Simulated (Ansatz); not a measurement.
# B2H2 (triplet): wave-function methods side by side, cc-pVDZ

How much of the correlation energy of B2H2 (triplet) does each wave-function method recover here?

Program: Ansatz 0.2.0, Gaussian basis. Level of theory: cc-pVDZ, core rule «outside noble gas», up to 2 orbitals frozen. These are calculated values, not measurements.

To be run: UHF; CCSD(T) on ROHF; CCSD(T) on UHF; BCCD(T) on ROHF; CISD; CCSDT(Q) on ROHF; CCSDT(Q) on UHF; CCSDTQ on ROHF; CCSDTQ on UHF; CASSCF and MRCISD+Q, 8 electrons in 10 orbitals; CASSCF and NEVPT4(SD), 8 electrons in 10 orbitals; CASSCF and NEVPT2, 8 electrons in 10 orbitals.

4 further runs of the same task are left out: 4 set aside as unsound or not needed.

### Step 1. What is computed

The geometry is a PBE0/def2-TZVP stationary point (not a proven minimum).

4 atoms, charge 0, spin multiplicity 3.

Atoms are counted from 1 here; the program's logs count them from 0.

Bond lengths: B1–B2 1.585 Å, B1–H3 1.197 Å, B1–H4 1.197 Å. Angles: B2–B1–H3 118.9°, B2–B1–H4 118.9°, H3–B1–H4 122.2°.

Geometry (Å):

```xyz
4
charge 0, multiplicity 3
B     0.00000    0.00000    0.67563
B     0.00000    0.00000   -0.90945
H     0.00000    1.04787    1.25399
H     0.00000   -1.04787    1.25399
```

### Step 2. UHF

The input, in.yaml:

```yaml
crystal:
  periodic: [false, false, false]
  atoms:
    - {symbol: B, position_ang: [0.000000, 0.000000, 0.675628]}
    - {symbol: B, position_ang: [0.000000, 0.000000, -0.909454]}
    - {symbol: H, position_ang: [0.000000, 1.047868, 1.253990]}
    - {symbol: H, position_ang: [0.000000, -1.047868, 1.253990]}
basis:
  gaussian: {orbitals: cc-pVDZ}
magnetization: {spin_polarized: true, initial_magnetization: 2}
hamiltonian: {xc: hf}
output: {orbitals: {seedname: orbitals}}
```

On the command line:

```sh
ansatz run in.yaml --threads 1 --pin off --events-out ev --progress --plain --max-ram 2816MiB --backend cpu
```

The runs that follow: CCSD(T) on ROHF; CCSD(T) on UHF; BCCD(T) on ROHF; CISD; CCSDT(Q) on ROHF; CCSDT(Q) on UHF; CCSDTQ on ROHF; CCSDTQ on UHF; CASSCF and MRCISD+Q, 8 electrons in 10 orbitals; CASSCF and NEVPT4(SD), 8 electrons in 10 orbitals; CASSCF and NEVPT2, 8 electrons in 10 orbitals.

Before running them: what should the planned runs give, taken together? Wanted: UCCSDTQ below the RHF energy; RMP2 from UCCSDTQ; UMP2 from UCCSDTQ; RCCSD from UCCSDTQ; RCCSD(T) from UCCSDTQ; UCCSD(T) from UCCSDTQ; RCCSDT(Q) from UCCSDTQ; UCCSDT(Q) from UCCSDTQ; NEVPT2 valence from UCCSDTQ.

The runs gave:

| quantity | value |
| --- | --- |
| UCCSDTQ below the RHF energy | -4.3621 eV |
| RMP2 from UCCSDTQ | +1054.9 meV |
| UMP2 from UCCSDTQ | +1043.3 meV |
| RCCSD from UCCSDTQ | +165.8 meV |
| RCCSD(T) from UCCSDTQ | +41.8 meV |
| UCCSD(T) from UCCSDTQ | +41.1 meV |
| RCCSDT(Q) from UCCSDTQ | +1.3 meV |
| UCCSDT(Q) from UCCSDTQ | +0.7 meV |
| NEVPT2 valence from UCCSDTQ | +661.0 meV |
| NEVPT4(SD) valence from UCCSDTQ | +96.9 meV |
| MRCISD+Q valence from UCCSDTQ | +24.9 meV |
| levels within 1 kcal/mol (43 meV) | RCCSD(T), UCCSD(T), BCCD(T), RCCSDT, UCCSDT, RCCSDT(Q), UCCSDT(Q), RCCSDTQ, MRCISD+Q valence |
| T1 diagnostic | 0.035 |
| effectively unpaired electrons | 2.02 |

**Reading.** RCCSD(T) misses by +41.8 meV, 1.0 % of the correlation energy. One determinant dominates. Of the multireference levels listed MRCISD+Q valence comes nearest in total energy (+24.9 meV), which doesn't show that its space is the better one. These misses are within one basis, not against nature; the frozen cores of restricted and unrestricted runs differ, which can shift their rows.
